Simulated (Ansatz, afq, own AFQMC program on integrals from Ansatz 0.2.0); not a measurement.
Where AFQMC and coupled cluster stand for GePH, singlet

```xyz
3

Ge    0.0000    0.0000    0.1578
P     0.0000    0.0000   -1.8373
H     0.0000    0.0000    1.6795
```

Connectivity, by distances: GeH–P.

Basis cc-pVDZ. Noble-gas cores (and the filled d shells of Ga–Kr and In–Xe) are frozen. Integrals, coupled cluster, full CI and functionals: Ansatz 0.2.0; the random walks run on the same integrals in our own AFQMC program. The CISD trial takes its coefficients from CCSD amplitudes. Released means that phaseless walkers are propagated on without the constraint, phases kept. ± is one standard error of the sampling. No spin–orbit coupling.

Determinant: RHF, the one that the program's search chose, which needn't be the lowest solution. The geometry is a PBE0/def2-TZVP stationary point of this or a neighbouring charge and spin state.

No full CI on the walks' own integrals is used here; CCSDTQ serves as the reference and is uncertain by about the last step of the cluster series.

Cautions: no relativity below Rb; no spin-orbit coupling; inner d shell frozen; restricted determinant unstable towards unrestricted (UHF 204 meV lower, ⟨S²⟩ 0.72); raised T1 diagnostic (T1 0.021, weight of the determinant 0.84, largest double 0.13); the released energies are still falling, so no released level is given (meV from the phaseless value at times in 1/Eh: -4 ± 4 at 0.24, -5 ± 4 at 0.51, -10 ± 3 at 0.99, -15 ± 3 at 1.62, -20 ± 3 at 2.40), though the last usable value meets CCSDTQ within the noise.

```
T1 diagnostic                               : 0.0215
weight of the determinant in the CISD state : 0.838
size of the correlated space                : 10 electrons in 31 orbitals
```

```json
{"level": "MP2", "correlation energy (eV)": "-5.6715"}
{"level": "CCSD", "correlation energy (eV)": "-6.2133"}
{"level": "CCSD(T)", "correlation energy (eV)": "-6.5813"}
```

Question: Estimate where phaseless AFQMC with a CISD trial lies against CCSD(T) on the same integrals.

Answer: 1.43 ± 0.19 mEh below CCSD(T).

Reference: CCSDTQ, correlation energy -6.641 eV.

```json
{"level": "CCSD(T)", "E − E(reference) (mEh)": "2.18", "share of correlation (%)": "99.11"}
{"level": "CCSDT", "E − E(reference) (mEh)": "1.37", "share of correlation (%)": "99.44"}
{"level": "CCSDT(Q)", "E − E(reference) (mEh)": "-0.17", "share of correlation (%)": "100.07"}
{"level": "ph-AFQMC/HF", "E − E(reference) (mEh)": "1.04 ± 0.92", "share of correlation (%)": "99.57"}
{"level": "ph-AFQMC/CISD", "E − E(reference) (mEh)": "0.75 ± 0.19", "share of correlation (%)": "99.69"}
```

CCSDT and higher add their correlation energy to the determinant of the CCSD(T) run, since their own runs factorise the integrals more tightly (a shift of under 2 meV). A walk keeps the symmetry of its determinant, which the program's search chose and which needn't be the lowest solution, so a lower state of the same spin and another symmetry isn't excluded.
